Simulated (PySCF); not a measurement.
# NaP⁺: input and log

State: ⁴Σ⁻ (quartet), unpaired electrons σ ↑, π ↑↑.

An equivalent input (the run itself took its basis sets from the Basis Set Exchange, started from a PBE0 density and held the occupation σ 8α 7β, πx 3α 2β, πy 3α 2β):

```python
from pyscf import gto, dft
mol = gto.M(atom='Na 0 0 0; P 0 0 3.05', basis={'Na': 'pcseg-2', 'P': 'pcseg-2'},
            charge=1, spin=3, verbose=4, symmetry='C2v')
mf = dft.UKS(mol, xc='PBE0')
mf.grids.atom_grid = (80, 434)
mf.grids.prune = dft.gen_grid.treutler_prune
mf.irrep_nelec = {'A1': (8, 7), 'B1': (3, 2), 'B2': (3, 2)}
mf.conv_tol = 1e-9
mf.max_cycle = 60
mf.diis_space = 10
mf.kernel()
```

The log (some set-up lines and the per-cycle HOMO/LUMO lines removed):

```
******** <class 'pyscf.dft.uks_symm.SymAdaptedUKS'> ********
method = SymAdaptedUKS
damping factor = 0
level_shift factor = 0
DIIS = <class 'pyscf.scf.diis.CDIIS'>
diis_start_cycle = 1
diis_space = 10
diis_damp = 0
SCF conv_tol = 1e-09
SCF conv_tol_grad = None
SCF max_cycles = 60
number electrons alpha = 14  beta = 11
Set gradient conv threshold to 3.16228e-05
init E= -503.129547465683
cycle= 1 E= -503.135972099811  delta_E= -0.00642  |g|= 0.00227  |ddm|= 0.0204
cycle= 2 E= -503.135977129734  delta_E= -5.03e-06  |g|= 0.00133  |ddm|= 0.00723
cycle= 3 E= -503.135978006234  delta_E= -8.76e-07  |g|= 0.000136  |ddm|= 0.00194
cycle= 4 E= -503.13597804086  delta_E= -3.46e-08  |g|= 5.8e-05  |ddm|= 0.000364
cycle= 5 E= -503.135978048335  delta_E= -7.48e-09  |g|= 2.17e-05  |ddm|= 0.000157
cycle= 6 E= -503.135978049033  delta_E= -6.97e-10  |g|= 7.04e-06  |ddm|= 4.55e-05
Extra cycle  E= -503.135978049093  delta_E= -6.07e-11  |g|= 3.03e-06  |ddm|= 1.39e-05
converged SCF energy = -503.135978049093  <S^2> = 3.7501878  2S+1 = 4.0000939
```

Repeating this along the bond gives Re = 3.041 Å and ωe = 132 cm⁻¹.

A point of this curve took 1 CPU seconds beside 0.19 for the integrals, on Oxide Virtual Turin-like (shared host).

The state is the lowest determinant that a PBE0 search found; another state may lie lower at other levels.
